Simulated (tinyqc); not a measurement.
Inside a calculation. Method: Pariser-Parr-Pople SCF with singles CI, for the molecule Fc1cccs1 (SMILES; centres numbered as the heavy atoms are written). Computed by tinyqc, a small Python program that keeps every step. Settings: charge = 0, gamma = Ohno, start = huckel, damping = 0, iteration cap = 69, excitations kept = 6. Command: `OMP_NUM_THREADS=1 python tinyqc.py 24987 24988 out.jsonl` (the two numbers bound the seeds that draw the settings). One thread of a shared host (Intel(R) Xeon(R) Processor @ 2.60GHz), about 0.03 s of CPU time with the checks. Later iterations appear only in the table of the cycle.

## PPP integrals

Centres (angstrom, eV; a flat drawing with bonds scaled to 1.40 angstrom):
```
centre          x          y  core charge z          W   gamma_rr
1F       2.159000   0.000000              2  39.000000  21.400000
2C       0.759000   0.000000              1  11.160000  11.130000
3C      -0.064000   1.133000              1  11.160000  11.130000
4C      -1.395000   0.700000              1  11.160000  11.130000
5C      -1.395000  -0.700000              1  11.160000  11.130000
6S      -0.064000  -1.133000              2  22.000000  13.000000
```

Resonance integrals (eV):
```
i  j       beta
1  2  -2.350000
2  3  -2.670000
3  4  -2.670000
4  5  -2.670000
5  6  -2.260000
6  2  -2.260000
```

Ohno: gamma = 14.399645/sqrt(R^2 + a^2), a = 2 x 14.399645/(gamma_rr + gamma_ss); H_rr = -W_r - sum_(s != r) z_s gamma_rs; H_rs = beta for bonds.

repulsion gamma_rs (eV), lower triangle:
```
           1F         2C         3C         4C         5C         6S
1F  21.400000
2C   8.693146  11.130000
3C   5.438981   7.552804  11.130000
4C   3.861633   5.520570   7.554850  11.130000
5C   3.861633   5.520570   5.519866   7.553862  11.130000
6S   5.471433   7.826040   5.622455   5.623872   7.828316  13.000000
```

core matrix H (eV), lower triangle:
```
            1F          2C          3C          4C          5C          6S
1F  -71.798258
2C   -2.350000  -62.792315
3C    0.000000   -2.670000  -53.910392
4C    0.000000    0.000000   -2.670000  -50.760292
5C    0.000000    0.000000    0.000000   -2.670000  -53.134195
6S    0.000000   -2.260000    0.000000    0.000000   -2.260000  -59.843548
```

## Starting guess

pi electrons, sum of z_r less the charge = 8

Orbitals of the Hueckel matrix of the beta values.

P at the start, lower triangle:
```
           1F         2C         3C         4C        5C        6S
1F   1.760105
2C   0.459050   1.118793
3C  -0.300326   0.604367   1.308814
4C   0.072883  -0.186116   0.586694   1.199089
5C   0.136516  -0.217282  -0.295840   0.692172  1.231171
6S  -0.312040   0.572758  -0.132088  -0.311608  0.560435  1.382028
```

## Iteration 1: Fock matrix

F_rr = H_rr + P_rr gamma_rr / 2 + sum_(s != r) P_ss gamma_rs; F_rs = H_rs - P_rs gamma_rs / 2; E = tr P (H + F) / 2 + core repulsion sum_(r<s) z_r z_s gamma_rs.

F (eV), lower triangle:
```
            1F         2C         3C         4C         5C         6S
1F  -19.174247
2C   -4.345295  -7.147943
3C    0.816735  -4.952332  -4.978413
4C   -0.140724   0.513733  -4.886194  -4.153769
5C   -0.263588   0.599761   0.816500  -5.284287  -6.208291
6S    0.853654  -4.501212   0.371328   0.876222  -4.453631  -8.734084
```

pi energy = -142.545290 eV

## Iteration 1: orbitals and new P

Diagonalise F (the basis is taken as orthonormal) and form P = 2 sum c c over the lowest orbitals.

orbital energies (eV): -20.669796  -14.563186  -10.048523  -9.922861  1.127891  3.679728

P after iteration 1, lower triangle:
```
           1F         2C         3C         4C        5C        6S
1F   1.935976
2C   0.230703   1.167540
3C  -0.183924   0.682010   1.149436
4C   0.027422  -0.131315   0.622471   1.070795
5C   0.098531  -0.328360  -0.163311   0.711019  1.229981
6S  -0.162594   0.573154  -0.254092  -0.289783  0.545309  1.446272
```

## Iteration 2: Fock matrix

As before.

F (eV), lower triangle:
```
            1F         2C         3C         4C         5C         6S
1F  -17.884027
2C   -3.352767  -6.763590
3C    0.500180  -5.245543  -5.155218
4C   -0.052946   0.362467  -5.021337  -4.771231
5C   -0.190246   0.906366   0.450728  -5.355470  -6.612591
6S    0.444812  -4.502763   0.714311   0.814852  -4.394424  -8.599658
```

pi energy = -144.444388 eV

## Iteration 2: orbitals and new P

As before.

orbital energies (eV): -18.996857  -14.642366  -10.497034  -10.249639  1.401125  3.198455

P after iteration 2, lower triangle:
```
           1F         2C         3C         4C        5C        6S
1F   1.963096
2C   0.174570   1.172984
3C  -0.142487   0.694108   1.119660
4C   0.018212  -0.119895   0.625097   1.058886
5C   0.078183  -0.342655  -0.145046   0.712309  1.229469
6S  -0.123385   0.570988  -0.267970  -0.289302  0.543504  1.455904
```

## Convergence

Stop when output and input P, before any damping, agree to 1e-7.

Course of the cycle:
```
iteration         E (eV)  largest |P(out) - P(in)|
1          -142.54529040                  2.28e-01
2          -144.44438776                  5.61e-02
3          -144.54888427                  1.69e-02
4          -144.55805738                  5.38e-03
5          -144.55899921                  1.76e-03
6          -144.55911054                  6.24e-04
7          -144.55912687                  3.13e-04
8          -144.55912999                  1.61e-04
9          -144.55913072                  8.36e-05
10         -144.55913092                  4.38e-05
11         -144.55913097                  2.31e-05
12         -144.55913099                  1.22e-05
13         -144.55913099                  6.49e-06
14         -144.55913099                  3.45e-06
15         -144.55913099                  1.84e-06
16         -144.55913099                  9.85e-07
17         -144.55913099                  5.26e-07
18         -144.55913099                  2.81e-07
19         -144.55913099                  1.50e-07
20         -144.55913099                  8.03e-08
```

Converged in 20 iterations.

## Converged orbitals

Charges are z - P_rr.

orbital energies (eV): -18.627541  -14.675047  -10.569048  -10.314948  1.401188  3.094807

coefficients:
```
         MO1        MO2        MO3        MO4        MO5        MO6
1F  0.926233  -0.286661   0.007333  -0.215052  -0.100552  -0.059206
2C  0.327854   0.348139  -0.019516   0.599556   0.539494   0.347001
3C  0.115451   0.350141  -0.572761   0.298421  -0.249538  -0.620236
4C  0.048138   0.393525  -0.487799  -0.369350  -0.289333   0.620275
5C  0.049179   0.490379   0.121973  -0.595623   0.529991  -0.326459
6S  0.128605   0.527914   0.647059   0.118511  -0.521499  -0.008736
```

pi charges: 1F 0.027232, 2C -0.177073, 3C -0.106076, 4C -0.063092, 5C -0.225067, 6S 0.544076

## Singles CI, singlets

Over the 6 single excitations with the smallest orbital gaps: A = (e_a - e_i) delta + 2 (ia|jb) - (ij|ab), with (pq|rs) = sum c_mp c_mq gamma_mn c_nr c_ns. f = 2/3 w |mu|^2 in atomic units, mu = sqrt2 sum c_ia sum_m c_mi c_ma R_m.

singlet CI matrix (eV), lower triangle:
```
           4>5        3>5        4>6        3>6       2>5        2>6
4>5   6.292950
3>5   0.024621   6.573217
4>6  -0.047244  -0.948978   7.762210
3>6   0.839174   0.017972  -0.013365   7.742064
2>5   0.012089  -0.258735  -0.330760  -0.034151  9.577711
2>6  -0.317191   0.090152   0.080701   0.310453  0.013102  11.443011
```

singlet excitation energies (eV): 5.876382  6.003654  8.106700  8.280817  9.639751  11.483859

oscillator strengths: 0.153294  0.089526  0.764755  0.963360  0.000269  0.005472

## Singles CI, triplets

Over the 6 single excitations with the smallest orbital gaps: A = (e_a - e_i) delta - (ij|ab), with (pq|rs) = sum c_mp c_mq gamma_mn c_nr c_ns.

triplet CI matrix (eV), lower triangle:
```
           4>5        3>5        4>6       3>6       2>5        2>6
4>5   4.159490
3>5  -0.075921   4.349867
4>6  -0.021738   0.257226   6.170640
3>6   0.257226  -0.046561   0.046697  6.075127
2>5  -0.003092  -0.819546  -1.007932  0.045404  8.397384
2>6  -1.007932   0.045404   0.207634  0.964700  0.085581  10.727877
```

triplet excitation energies (eV): 3.918735  4.197048  5.771728  5.987587  8.946262  11.059022
